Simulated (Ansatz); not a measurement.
# PBE/def2-TZVPP run of BNH4 (SMILES BN)

Aim: the vertical ionisation energy of BNH4 at PBE/def2-TZVPP, from 2 runs. 

The calculation is run with Ansatz 0.2.0.

56 further runs of the same task are left out: 56 set aside as unsound or not needed.

## Step 1: Starting point

The species is BNH4 (6 atoms), meant as a singlet with charge 0. SMILES: `BN`. The coordinates come from a PBE0-D4/def2-TZVP relaxation.

Bond lengths: B1–N2 1.385 Å, B1–H3 1.197 Å, B1–H4 1.197 Å, N2–H5 1.006 Å, N2–H6 1.006 Å. Angles: B1–N2–H5 123.2°, B1–N2–H6 123.2°, N2–B1–H3 119.0°, N2–B1–H4 119.0°, H5–N2–H6 113.5°, H3–B1–H4 122.0°.

## Step 2: A single-point energy at PBE/def2-TZVPP

The input, job.yaml:

```yaml
crystal:
  periodic: [false, false, false]
  atoms:
    - {symbol: B, position_ang: [-0.128200, -0.679600, -0.025600]}
    - {symbol: "N", position_ang: [0.146100, 0.677400, 0.010800]}
    - {symbol: H, position_ang: [0.225800, -1.368000, 0.887500]}
    - {symbol: H, position_ang: [-0.712000, -1.128700, -0.969200]}
    - {symbol: H, position_ang: [-0.121600, 1.313700, -0.720800]}
    - {symbol: H, position_ang: [0.632000, 1.121400, 0.771300]}
basis:
  gaussian:
    orbitals: def2-TZVPP
hamiltonian:
  xc: {name: PBE}
accuracy: high
output: {orbitals: {seedname: orbitals}}
```

Command:

```sh
$ ansatz run job.yaml --threads 1 --pin off --max-ram 3480MiB --events-out events.jsonl --progress --plain --runs-dir runs
```

Output:

```text
Warning: RAYON_NUM_THREADS=1 ignored (pool sized by the plan → 1); use --threads N
Functional definition: PBE
  name "PBE"
  parameter kappa = 0.804
  parameter beta = 0.06672455060314922
  exchange = pbe_x(kappa = kappa, mu = beta*pi^2/3)
  correlation = pbe_c(beta = beta)
2045 factors; integrals over basis functions are off by at most 3.0e-9 eV
mean field evaluation 1: about -2221.4972 eV, gradient 6.5e1 eV
mean field evaluation 2: about -2198.0500 eV, gradient 1.1e2 eV
mean field evaluation 4: about -2229.8124 eV, gradient 8.4e0 eV
mean field evaluation 8: about -2230.0134 eV, gradient 1.1e-2 eV
mean field evaluation 16: about -2230.0134 eV, gradient 3.0e-7 eV
mean field -2230.01335583 eV, -81.9514792695 hartree, gradient 1.6e-8 eV, S^2 0.000000; 0 other end points of the search recorded, 0 dependent functions left out
reference -2230.01335929 eV, -81.9514793967 hartree; 8, 8 occupied and 110, 110 virtual orbitals, 2045 factors
Total energy: -2230.01335929 eV, -81.9514793967 hartree
```

Wall time 6 s (1 thread of Arm Neoverse V1, shared host); peak memory 0.28 GiB.

## Step 3: The doublet cation at the same level

The input, input.yaml:

```yaml
crystal:
  periodic: [false, false, false]
  atoms:
    - symbol: B
      position_ang: [-0.128200, -0.679600, -0.025600]
    - symbol: N
      position_ang: [0.146100, 0.677400, 0.010800]
    - symbol: H
      position_ang: [0.225800, -1.368000, 0.887500]
    - symbol: H
      position_ang: [-0.712000, -1.128700, -0.969200]
    - symbol: H
      position_ang: [-0.121600, 1.313700, -0.720800]
    - symbol: H
      position_ang: [0.632000, 1.121400, 0.771300]
basis:
  gaussian:
    orbitals: def2-TZVPP
total_charge: 1
magnetization:
  spin_polarized: true
  initial_magnetization: 1
hamiltonian:
  xc: pbe
accuracy: high
output: {orbitals: {seedname: orbitals}}
```

Command:

```sh
$ ansatz run input.yaml --threads 1 --pin off --max-ram 3480MiB --events-out events.jsonl --progress --plain --runs-dir runs
```

Output, cut to the lines that bear on the results:

```text
Warning: RAYON_NUM_THREADS=1 ignored (pool sized by the plan → 1); use --threads N
[... 6 set-up lines as earlier in the session ...]
2045 factors; integrals over basis functions are off by at most 3.0e-9 eV
mean field evaluation 1: about -2199.2130 eV, gradient 7.2e1 eV
mean field evaluation 2: about -2154.2351 eV, gradient 1.0e2 eV
mean field evaluation 4: about -2214.7090 eV, gradient 2.5e1 eV
mean field evaluation 8: about -2218.0082 eV, gradient 9.6e0 eV
mean field evaluation 16: about -2218.5975 eV, gradient 4.9e0 eV
mean field evaluation 32: about -2218.7873 eV, gradient 1.2e-1 eV
mean field -2218.78797644 eV, -81.5389541856 hartree, gradient 5.4e-8 eV, S^2 0.757290; 3 other end points of the search recorded, 0 dependent functions left out
reference -2218.78797994 eV, -81.5389543144 hartree; 8, 7 occupied and 110, 111 virtual orbitals, 2045 factors
Total energy: -2218.78797994 eV, -81.5389543144 hartree
```

Run time: 14 s. Hardware: 1 thread of Arm Neoverse V1, shared host; peak memory 0.31 GiB.

## Step 4: What came out

At PBE/def2-TZVPP:

| quantity | value |
| --- | --- |
| singlet BNH4: total energy | -81.95148 Eh |
| singlet BNH4: HOMO energy | -7.34 eV |
| singlet BNH4: LUMO energy | -0.75 eV |
| singlet BNH4: HOMO–LUMO gap | 6.59 eV |
| doublet cation: total energy | -81.53895 Eh |
| doublet cation: HOMO energy (highest over α and β) | -15.28 eV |
| doublet cation: LUMO energy (lowest over α and β) | -15.09 eV |
| doublet cation: ⟨S²⟩ | 0.757 |
| vertical ionisation energy (to the doublet cation) | 11.225 eV |

**Reading.** Removing an electron at fixed nuclei costs 11.23 eV (259 kcal/mol). −ε(HOMO) before ionisation, 7.34 eV, is 3.88 eV below this ionisation energy.
